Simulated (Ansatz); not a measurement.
# CH2Si+ (doublet): from Hartree-Fock to the top rungs, def2-TZVPP

The task here is to estimate one member of a computed series from the others.

The runs use Ansatz 0.2.0, Gaussian basis; def2-TZVPP, core rule «outside noble gas», up to 6 orbitals frozen.

Plan: UHF; ROHF; CCSD(T) on UHF.

2 further runs of the same task are left out: 2 set aside as unsound or not needed.

**The geometry**

The geometry is a PBE0/def2-TZVP stationary point (not a proven minimum) of the parent state, kept for this charge and spin.

4 atoms, charge 1, spin multiplicity 2.

Atoms are counted from 1 here; the program's logs count them from 0.

Bond lengths: Si1–C2 1.865 Å, C2–H3 1.091 Å, C2–H4 1.091 Å. Angles: Si1–C2–H3 123.8°, Si1–C2–H4 123.8°, H3–C2–H4 112.4°.

The first run:

in.yaml

```yaml
crystal:
  periodic: [false, false, false]
  atoms:
    - {symbol: Si, position_ang: [0.000000, 0.000000, 0.650177]}
    - {symbol: C, position_ang: [0.000000, 0.000000, -1.214577]}
    - {symbol: H, position_ang: [0.000000, -0.906814, -1.821841]}
    - {symbol: H, position_ang: [0.000000, 0.906814, -1.821841]}
basis:
  gaussian: {orbitals: def2-TZVPP}
total_charge: 1
magnetization: {spin_polarized: true, initial_magnetization: 1}
hamiltonian: {xc: hf}
output: {orbitals: {seedname: orbitals}}
```

Launch:

```bash
$ ansatz run in.yaml --threads 1 --pin off --events-out ev --progress --plain --max-ram 4096MiB --backend cpu
```

Steps of the session up to this table: UHF; ROHF; CCSD(T) on UHF.

One table of the session follows, with a row left open; its other results are not shown here.

```
  method  from UCCSD(T) (kcal/mol)
    ROHF                   +157.54
     UHF                   +155.51
    UMP2                         ?
   UCCSD                     +5.53
UCCSD(T)                         0
```

Q: Estimate the row for UMP2 from the others.

The run gave: from UCCSD(T) (kcal/mol): +25.52. In the column «from UCCSD(T) (kcal/mol)» it lies between UCCSD (+5.53) and UHF (+155.51).
